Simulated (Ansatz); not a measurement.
Working through a geometry optimisation of C₄H₅O, SMILES C=CC[C]=O

With the Python package of Ansatz (0.2.0).

At the Python prompt:
```pycon
>>> from dataclasses import dataclass
>>> import itertools
>>> import warnings
>>> import ansatz
>>> from ase.data import atomic_numbers, covalent_radii
>>> import numpy as np
>>> @dataclass(frozen=True)
... class Options:
...     basis_set: str = "6-31G*"
...     functional: str = "cam_b3lyp"
...
>>> opts = Options()
>>> GEOMETRY = """
... C    -1.57030    0.33580    0.19890
... C    -0.62980   -0.37930   -0.42590
... C     0.82390   -0.01730   -0.33770
... C     1.34890   -0.31200    1.03090
... O     2.51740   -0.09080    1.30430
... H    -1.30660    1.20150    0.79910
... H    -2.61470    0.05490    0.11040
... H    -0.92590   -1.23440   -1.02670
... H     1.39380   -0.61800   -1.07820
... H     0.96330    1.05970   -0.57500
... """
>>> warnings.simplefilter("ignore", ansatz.DeckWarning)
>>> molecule = ansatz.Crystal.molecule()
>>> for line in GEOMETRY.strip().splitlines():
...     symbol, *xyz = line.split()
...     molecule = molecule.atom(symbol, [float(v) for v in xyz])
...
>>> model = (
...     molecule.calculation()
...     .basis(gaussian=opts.basis_set)  # the orbital basis, by name
...     .functional(opts.functional)
...     .spin("collinear", total=1)
... )
>>> symbols = [site.symbol for site in molecule.cartesian_sites]
>>> start = np.array([site.position_ang for site in molecule.cartesian_sites], dtype=float)
>>> def progress(event):
...     if event["event"] == "relax_step":
...         row = event["data"]
...         print(f"step {row['step']:3d}  E = {row['lagrangian_ev']:.6f} eV  largest force component {row['allowed_force_max_ev_ang']:.4f} eV/A")
...
>>> rep = model.relax(force_tolerance=0.02).session().plan().execute(on_event=progress).report
step   1  E = -6270.531625 eV  largest force component 4.1007 eV/A
step   2  E = -6270.693272 eV  largest force component 0.8329 eV/A
step   3  E = -6270.699285 eV  largest force component 0.4026 eV/A
step   4  E = -6270.713741 eV  largest force component 0.3367 eV/A
step   5  E = -6270.721674 eV  largest force component 0.1161 eV/A
step   6  E = -6270.733141 eV  largest force component 0.1393 eV/A
step   7  E = -6270.753140 eV  largest force component 0.4377 eV/A
step   8  E = -6270.765019 eV  largest force component 0.4935 eV/A
step   9  E = -6270.781034 eV  largest force component 0.3785 eV/A
step  10  E = -6270.789666 eV  largest force component 0.3841 eV/A
step  11  E = -6270.699100 eV  largest force component 1.5573 eV/A
step  12  E = -6270.799991 eV  largest force component 0.2632 eV/A
step  13  E = -6270.803126 eV  largest force component 0.1408 eV/A
step  14  E = -6270.805058 eV  largest force component 0.5523 eV/A
step  15  E = -6270.807219 eV  largest force component 0.2132 eV/A
step  16  E = -6270.808066 eV  largest force component 0.0395 eV/A
step  17  E = -6270.808174 eV  largest force component 0.0225 eV/A
step  18  E = -6270.808277 eV  largest force component 0.0196 eV/A
>>> end = np.array(rep["positions_ang"])
>>> for key in ("converged", "free_energy_ev", "reference_energy_ev", "n_frozen", "n_occupied", "n_virtual"):
...     print(f"{key:22s} {rep[key]}")
...
converged              True
free_energy_ev         -6270.808363653455
reference_energy_ev    -6270.808363653455
n_frozen               0
n_occupied             [19, 18]
n_virtual              [66, 67]
>>> # pairs closer than 1.2 times the sum of covalent radii, before or after
>>> radius = [covalent_radii[atomic_numbers[s]] for s in symbols]
>>> span = lambda where, i, j: np.linalg.norm(where[i] - where[j])
>>> bonded = [(i, j) for i, j in itertools.combinations(range(len(symbols)), 2) if min(span(start, i, j), span(end, i, j)) < 1.2 * (radius[i] + radius[j])]
>>> print("pair        before    after (A)")
pair        before    after (A)
>>> for i, j in bonded:
...     print(f"{symbols[i]}{i}-{symbols[j]}{j}".ljust(10), f"{span(start, i, j):8.4f} {span(end, i, j):8.4f}")
...
C0-C1        1.3365   1.3264
C0-H5        1.0859   1.0870
C0-H6        1.0851   1.0852
C1-C2        1.5007   1.4995
C1-H7        1.0862   1.0883
C2-C3        1.4952   1.5245
C2-H8        1.1108   1.0995
C2-H9        1.1116   1.0965
C3-O4        1.2203   1.1829
```

Reading the output:
- Total energies depend on the basis set; only differences at equal settings carry meaning.
- The end point is the stationary point reached from this start; no frequency run checks that it is a minimum, and the basis set is modest.
- The run takes the species as open-shell (spin multiplicity 2), which needn't be its ground state.
- Hardware and time: 110 s on 1 thread of Arm Neoverse V1, on a shared host, peak memory 0.33 GiB.
